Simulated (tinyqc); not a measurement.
Worked calculation: extended Hueckel theory, for N2-. The parameters take no account of the charge, which enters only through the electron count, and nothing here shows that the anion is bound. One step of it, computed by the program tinyqc.

Problem. Mulliken analysis. P = C n C^T; charge = valence electrons (N 5) minus the sum of (P S)_ii on the atom; overlap population = 2 sum P_ij S_ij between two atoms.

coefficients:
```
,MO1,MO2,MO3,MO4,MO5,MO6,MO7,MO8
1N 2s,0.559513,0.487568,0.000000,0.000000,-0.262303,0.000000,0.000000,1.337358
1N 2px,0.000000,0.000000,0.622222,-0.009632,0.000000,0.680974,-0.491568,0.000000
1N 2py,0.000000,0.000000,0.009632,0.622222,0.000000,0.491568,0.680974,0.000000
1N 2pz,0.071714,-0.484874,0.000000,0.000000,0.646919,0.000000,0.000000,1.167770
2N 2s,0.559513,-0.487568,0.000000,0.000000,-0.262303,0.000000,0.000000,-1.337358
2N 2px,0.000000,0.000000,0.622222,-0.009632,0.000000,-0.680974,0.491568,0.000000
2N 2py,0.000000,0.000000,0.009632,0.622222,0.000000,-0.491568,-0.680974,0.000000
2N 2pz,-0.071714,-0.484874,0.000000,0.000000,-0.646919,0.000000,0.000000,1.167770
```

occupations: 2.000000  2.000000  2.000000  2.000000  2.000000  0.500000  0.500000  0.000000

overlap S, lower triangle:
```
,1N 2s,1N 2px,1N 2py,1N 2pz,2N 2s,2N 2px,2N 2py,2N 2pz
1N 2s,1.000000
1N 2px,0.000000,1.000000
1N 2py,0.000000,0.000000,1.000000
1N 2pz,0.000000,0.000000,0.000000,1.000000
2N 2s,0.460989,0.000000,0.000000,0.446813,1.000000
2N 2px,0.000000,0.291146,0.000000,0.000000,0.000000,1.000000
2N 2py,0.000000,0.000000,0.291146,0.000000,0.000000,0.000000,1.000000
2N 2pz,-0.446813,0.000000,0.000000,-0.316877,0.000000,0.000000,0.000000,1.000000
```

Give: charges; Overlap populations.

Solution.

charges: 1N -0.5000, 2N -0.5000

Overlap populations:
```
pair,value
2-1,1.377930
```
